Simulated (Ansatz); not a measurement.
A nudged elastic band was laid between two geometries of CH5BO + H2 (10 atoms, charge 0, multiplicity 1).

All numbers below come from Ansatz 0.2.0, RKS PBE0/def2-SVP.

| Item | Value |
| --- | --- |
| movable images | 7 |
| climbing image | yes |
| spring | 5.0 eV/Å² |
| optimiser | quadratic models (default) |
| start path | through a guess of the saddle point |
| force threshold | 0.05 eV/Å |
| iteration limit | 60 |
| end points | relaxed |

First end point:

```xyz
10
Properties=species:S:1:pos:R:3
B 0.268 0.285 0.304
C 0.163 0.460 1.855
H -0.678 -0.130 2.255
H 1.083 0.183 2.389
H -0.078 1.511 2.091
O 1.442 -0.102 -0.247
H 1.397 -0.179 -1.205
H -0.683 0.505 -0.427
H -0.854 -3.187 0.447
H -0.699 -2.870 1.121
```

Last end point:

```xyz
10
Properties=species:S:1:pos:R:3
B -0.125 -0.638 -1.581
C 0.112 -0.120 2.995
H -0.347 0.656 3.622
H 1.163 -0.247 3.289
H 0.052 0.185 1.942
O 0.605 0.047 -0.680
H 1.223 -0.504 -0.188
H -0.917 -0.001 -2.235
H 0.021 -1.835 -1.718
H -0.425 -1.067 3.138
```

Question: Which bonds break or form, and what moves?

Answer: Bonds broken: B1–C2, H9–H10. Bonds formed: B1–H9, C2–H10. CH5BO + H2 becomes BH3O + CH4.

Question: What energy profile does the band end with?

Answer: It converged. The highest image is number 4 of 0 to 8, 36.1 kcal/mol above the first end and 40.4 kcal/mol above the last; the last end lies 4.4 kcal/mol below the first. The profile has 2 maxima (images 2, 4) with wells between them (image 3): this band takes more than one step, which may be the mechanism or a detour left from its start path. Neighbouring images differ by up to 1.6 eV, so the band resolves the path poorly. A vibrational analysis at the climbing image gives one clearly imaginary mode, 1182i cm⁻¹: a first-order saddle point. The orbitals stay closed-shell, which can raise the energy where a bond breaks towards radicals; this wasn't checked here.

```json
{"image": "0", "path coordinate (Å)": "0.00", "energy (kcal/mol)": "0.0", "B1–C2 (Å)": "1.56", "H9–H10 (Å)": "0.76", "B1–H9 (Å)": "3.65"}
{"image": "1", "path coordinate (Å)": "1.04", "energy (kcal/mol)": "0.7", "B1–C2 (Å)": "1.57", "H9–H10 (Å)": "0.76", "B1–H9 (Å)": "2.84"}
{"image": "2", "path coordinate (Å)": "2.08", "energy (kcal/mol)": "12.4", "B1–C2 (Å)": "1.57", "H9–H10 (Å)": "0.76", "B1–H9 (Å)": "2.13"}
{"image": "3", "path coordinate (Å)": "3.12", "energy (kcal/mol)": "6.9", "B1–C2 (Å)": "1.58", "H9–H10 (Å)": "0.76", "B1–H9 (Å)": "2.12"}
{"image": "4", "path coordinate (Å)": "4.16", "energy (kcal/mol)": "36.1", "B1–C2 (Å)": "1.79", "H9–H10 (Å)": "1.09", "B1–H9 (Å)": "1.33"}
{"image": "5", "path coordinate (Å)": "5.49", "energy (kcal/mol)": "-0.6", "B1–C2 (Å)": "2.78", "H9–H10 (Å)": "2.03", "B1–H9 (Å)": "1.21"}
{"image": "6", "path coordinate (Å)": "6.83", "energy (kcal/mol)": "-3.9", "B1–C2 (Å)": "3.53", "H9–H10 (Å)": "2.94", "B1–H9 (Å)": "1.21"}
{"image": "7", "path coordinate (Å)": "8.17", "energy (kcal/mol)": "-4.2", "B1–C2 (Å)": "4.06", "H9–H10 (Å)": "3.64", "B1–H9 (Å)": "1.21"}
{"image": "8", "path coordinate (Å)": "9.50", "energy (kcal/mol)": "-4.4", "B1–C2 (Å)": "4.61", "H9–H10 (Å)": "4.94", "B1–H9 (Å)": "1.21"}
```

Question: What is the geometry of the highest image?

Answer: 
```xyz
10
Properties=species:S:1:pos:R:3
B -0.103 -0.385 0.101
C 0.022 -0.086 1.859
H -0.923 -0.117 2.420
H 0.814 -0.587 2.439
H 0.324 0.962 1.729
O 1.064 -0.051 -0.596
H 1.866 -0.447 -0.251
H -1.143 0.127 -0.233
H -0.398 -1.685 0.071
H -0.161 -1.256 1.045
```

The band took 23 iterations and of the order of 5 core-minutes.

The run took 4.8 min on 1 thread of Arm Neoverse V2 (shared host), peak memory 0.16 GiB.
